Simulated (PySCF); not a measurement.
Below is a simulated gas-phase C 1s photoelectron spectrum of pentane, `CCCCC`.

Every computed line was given a Gaussian of 1.0 eV full width at half maximum and an area set by the number of equivalent atoms; the highest printed point is 100. Method used: delta-SCF UKS SCAN, pcX-2 on the ionised atom, pcseg-1 elsewhere, spin-free X2C in PySCF 2.14.0.

(binding energy (eV), intensity): (288.9, 0), (289.0, 0), (289.1, 1), (289.2, 2), (289.3, 3), (289.4, 6), (289.5, 10), (289.6, 16), (289.7, 25), (289.8, 35), (289.9, 48), (290.0, 62), (290.1, 76), (290.2, 88), (290.3, 96), (290.4, 100), (290.5, 98), (290.6, 92), (290.7, 81), (290.8, 68), (290.9, 54), (291.0, 40), (291.1, 29), (291.2, 19), (291.3, 12), (291.4, 7), (291.5, 4), (291.6, 2), (291.7, 1), (291.8, 1), (291.9, 0)

Count the maxima, the lines and the sites behind this envelope.

The curve has 1 maximum (at 290.4 eV). Under it lie 3 lines from 3 inequivalent carbon sites. At this width some lines have no maximum of their own.

Decompose the envelope and assign each component. Numbering: `[CH3:1][CH2:2][CH2:3][CH2:4][CH3:5]`.

```json
{"position (eV)": "290.31", "relative area": "1", "line": "C 1s", "atoms": "C3", "environment": "chain CH2 carbon"}
{"position (eV)": "290.42", "relative area": "2", "line": "C 1s", "atoms": "C2/C4", "environment": "chain CH2 carbon"}
{"position (eV)": "290.48", "relative area": "2", "line": "C 1s", "atoms": "C1/C5", "environment": "methyl carbon"}
```

What are the centre and the root-mean-square width of the whole band?

The area-weighted mean of the lines is 290.42 eV. Their own spread about it is 0.06 eV (rms) and each Gaussian has σ = 1.0/2.355 = 0.42 eV; the variances add, which gives 0.43 eV.

The 3 C 1s values lie within 0.17 eV of each other; Gaussian lines of 0.5 eV full width would blend them into one maximum.

No satellites, vibrations or lifetime broadening are included. The first atom of each set that the bonding makes equivalent was ionised and stands for the set. The structure is a single PBE0-D3(BJ)/def2-SVP conformer in the gas phase; no vibrational or solvent corrections.

Shape of the structure used: `[CH3:1][CH2:2][CH2:3][CH2:4][CH3:5]`: C1–C2–C3–C4 180°, C2–C3–C4–C5 180°.
